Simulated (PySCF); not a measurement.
A geometry optimisation on `ClC=C(Cl)Cl`.

Computed with PBE0-D3(BJ)/def2-SVP geometry optimisation, gas phase (PySCF 2.14.0). Start geometry: GFN2-xTB. The input is one job of a driver script: a line of settings, then coordinates in Å.

Command:
```bash
OMP_NUM_THREADS=1 python probes_run.py task.json out
```

Input:
```
{"job": {"xc": "PBE0", "basis": "def2-SVP", "d3": "d3bj", "grid": 1, "shake": 0.01, "kind": "geom"}, "charge": 0, "multiplicity": 1}
Cl     1.909690     0.960970    -0.014620
C      0.684480    -0.233990    -0.031000
C     -0.630110     0.048190     0.004860
Cl    -1.206850     1.643970     0.079460
Cl    -1.784150    -1.211150    -0.008350
H      1.051100    -1.238000    -0.075000
```

Problem. Estimate the output.

Solution. 
```
step   0  E = -1456.34892376  max force = 0.015579
step   1  E = -1456.34209875  max force = 0.033635
step   2  E = -1456.34793413  max force = 0.018426
step   3  E = -1456.34854768  max force = 0.012380
step   4  E = -1456.34927851  max force = 0.005326
step   5  E = -1456.34950273  max force = 0.005042
step   6  E = -1456.34954171  max force = 0.002767
step   7  E = -1456.34958194  max force = 0.001461
step   8  E = -1456.34958618  max force = 0.000228
optimisation converged
```

Energies in Eh; «max force» is the largest Cartesian gradient component in Eh/bohr.

Problem. Give the first gradient maximum in eV/Å.

Solution. With 1 Eh/bohr = 51.422 eV/Å, 0.801 eV/Å.

Summary of the converged run: final energy -1456.34959 Eh after 8 steps; dipole 0.84 D.

Hardware: one thread, Arm Neoverse V1 (aarch64), no GPU, on a shared host. Cost: 24 s, 0.38 GiB resident at most.
Labels such as C1 count atoms from 1, the log's own numbers from 0.
